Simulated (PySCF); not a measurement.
Species: cyclohexane, C₆H₁₂.
Numbering: `[CH2:1]1[CH2:2][CH2:3][CH2:4][CH2:5][CH2:6]1`

Structure used (PBE0-D3(BJ)/def2-SVP), in Å, numbered top down from 1:
```
atom  x, y, z in Å
C1    -0.6816    1.1216   -0.6724
C2     0.7433    1.2650   -0.1460
C3     1.4678   -0.0775   -0.1151
C4     0.6816   -1.1216    0.6724
C5    -0.7433   -1.2650    0.1460
C6    -1.4678    0.0775    0.1151
H7    -0.6460    0.8215   -1.7357
H8    -1.2003    2.0935   -0.6438
H9     1.3060    1.9899   -0.7563
H10    0.7107    1.6821    0.8771
H11    1.6083   -0.4365   -1.1510
H12    2.4778    0.0420    0.3093
H13    1.2003   -2.0935    0.6438
H14    0.6460   -0.8215    1.7357
H15   -1.3060   -1.9899    0.7563
H16   -0.7107   -1.6821   -0.8771
H17   -1.6083    0.4365    1.1510
H18   -2.4778   -0.0420   -0.3093
```

Probes without a nucleus sit at each ring's centroid and 1 Å off its mean plane on both sides; NICS is minus the shielding there, NICSzz its component along the normal. Level: GIAO PBE0/pcSseg-1 (PySCF, non-relativistic, gas phase) on the PBE0-D3(BJ)/def2-SVP geometry, one conformer.

Ring bond lengths (Å), with Mayer bond orders in brackets: C1–C2 1.526 (1.03), C2–C3 1.526 (1.03), C3–C4 1.526 (1.03), C4–C5 1.526 (1.03), C5–C6 1.526 (1.03), C6–C1 1.526 (1.03).

**Question.** What do the NICS probes read (ppm)?

**Answer.** 
| ring | type | NICS(0) | NICS(1), two faces | NICS(1)zz, two faces | rms pucker (Å) | centre to ring atoms, mean (Å) |
| --- | --- | --- | --- | --- | --- | --- |
| C1–C2–C3–C4–C5–C6 | 6-membered carbocycle; formal bonds all single | -2.0 | -2.2 / -2.2 | 3.0 / 3.0 | 0.23 | 1.47 |

**Question.** What can be read from them?

**Answer.** 
- C1–C2–C3–C4–C5–C6: mean NICS(1)zz 3.0 ppm, near zero. C1, C2, C3, C4, C5, C6 have four or more neighbours, and the NICS criterion for π rings isn't applied.

**Question.** At the second NICS(1) probe listed for ring C1–C2–C3–C4–C5–C6, 1 Å off the ring, how large is the induced field along the normal in 1 T applied along it?

**Answer.** NICSzz × B0 = 3.0 ppm × 1 T = 3 μT, along the applied field.

**Question.** How shielded are the nuclei of the rings and their hydrogens (means over atoms taken as equivalent)?

**Answer.** 
```
   atoms         environment  σ isotropic (ppm)  principal values of the symmetric part, first atom (ppm)
 C1 (×6)     ring CH2 carbon              155.7                                       151.0, 157.2, 158.9
H7 (×12)  methylene hydrogen              29.94                                          26.5, 28.2, 35.7
```

The run took about 13 s of CPU time (one thread, shared machine). This is the whole shielding run at PBE0/pcSseg-1, SCF included.
